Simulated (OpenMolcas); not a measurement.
AlHClF (SMILES [F][AlH][Cl]): the energy, rung by rung

AlHClF: 4 atoms, total charge 0, spin state singlet. As SMILES, `[F][AlH][Cl]`. The shape comes from GFN2-xTB, which is rough for such elements, and wasn't checked as a minimum.

```xyz
4

F     0.5115   -0.9613    1.2479
Al    0.0626    0.0413    0.0184
Cl   -1.6147   -0.2460   -1.0636
H     1.0406    1.1660   -0.2027
```

Each level gives the energy change with the F1–Al2 bond stretched from 1.649 to 4.122 Å (eV). The values are calculated.

```
                     level                   kind     program  value (eV)  less FCI/STO-3G  CPU time (all runs)
    HF/STO-3G (restricted)           Hartree–Fock  OpenMolcas       11.47            +6.27                3.5 s
M06-2X/STO-3G (restricted)        hybrid meta-GGA  OpenMolcas        9.62            +4.42                 80 s
B2PLYP/STO-3G (restricted)          double hybrid  OpenMolcas        6.53            +1.33                 13 s
   MP2/STO-3G (restricted)    perturbation theory  OpenMolcas        5.46            +0.26                3.5 s
        CASSCF(2,2)/STO-3G         multireference  OpenMolcas        4.79            -0.41                3.5 s
          MRCI(2,2)/STO-3G         multireference  OpenMolcas        5.14            -0.06                3.8 s
  CISD/STO-3G (restricted)  coupled cluster or CI  OpenMolcas        5.57            +0.37                3.8 s
                FCI/STO-3G     exact in the basis  OpenMolcas        5.20             0.00              3.7 min
```

FCI/STO-3G is exact within its basis and frozen core, so for wave-function methods in that basis the difference is their error; functionals converge differently with the basis, so for them it is only a difference. Spin-restricted single references rise too steeply as a bond breaks, Hartree–Fock most of all. The first shape isn't each level's own minimum. The values span 4.79 to 11.47 eV. All rows use very small basis sets, so even the best lies far from the true value. Times are those of the runs behind each value, whatever else they computed, on shared processors of several kinds: orders of magnitude only.
